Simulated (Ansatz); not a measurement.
System: hcp Hf. Method: PBE in Ansatz (plane waves, PAW).

Settings: plane-wave cutoff 520 eV, 18×18×12 k mesh (along the axes of the cell as run), Fermi–Dirac smearing 0.05 eV, scalar-relativistic PAW data made under PBE.

Shape and atoms are relaxed at each volume.

Pressure at four volumes; x = ln(V/22.535 Å³). One pressure is withheld.

```
V (Å³/atom)        x  P (GPa)
-----------  -------  -------
21.634       -0.0408        ?
22.084       -0.0202     2.24
22.535        0.0000     0.00
23.436        0.0392    -3.93
```

Pass a parabola P(x) through the three rows shown, estimate the bulk modulus and its pressure derivative near zero pressure, and predict the withheld pressure.

Slopes between the rows: (0.00 − (2.24))/(0.0000 − (-0.0202)) = -110.89 and (-3.93 − (0.00))/(0.0392 − (0.0000)) = -100.26 GPa. Their difference over the span 0.0594 is c = 10.63/0.0594 = 179.0 GPa, so P(x) = 2.24 + (-110.89)(x − (-0.0202)) + 179.0 (x − (-0.0202))(x − (0.0000)). At the middle row B = −dP/dx = −[-110.89 + 179.0 × 0.0202] = 107.3 GPa, and B′ = dB/dP = 2c/B = 3.3. At x = -0.0408 the parabola gives 4.67 GPa; the run gives 4.69 GPa. The Birch–Murnaghan fit to the energies at all volumes has B0 = 107 GPa and B′ = 3.4.

Measured, for comparison: bulk modulus 110 GPa (zero-point energy and finite temperature contributions removed; as tabulated in doi:10.1021/acs.jctc.3c00612). Computed less measured: bulk modulus -2.7 %.

Spin–orbit coupling is not included.

Ansatz is a quantum-chemistry and plane-wave program.
